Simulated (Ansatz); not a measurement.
**Several solutions for singlet PH**

```xyz
2

P     0.0000    0.0000    0.0000
H     0.0000    0.0000    2.8400
```

Basis set: def2-SVP (spherical functions). Charge 0, multiplicity 1.

UHF was run from several starts with Ansatz (development build ahead of 0.2.0).

```tsv
run	program	start	converged	energy (hartree)	<S²>
A	Ansatz	atomic start, no search	yes	-340.92983	0.00
B	Ansatz	stability test followed	yes	-341.06564	1.96
C	Ansatz	search for the lowest state	yes	-341.06564	1.96
```

Problem. Which runs reached the lowest solution of this kind, and what is wrong with the others?

Solution. B, C reached the lowest solution found. Converged but too high: A by 3.70 eV. Convergence only shows a stationary point, and even a stable one can lie too high; stability tests and further starts are what find lower ones. Caution: another spin multiplicity may lie lower. Caution: the unrestricted determinant is a mixture of spin states.
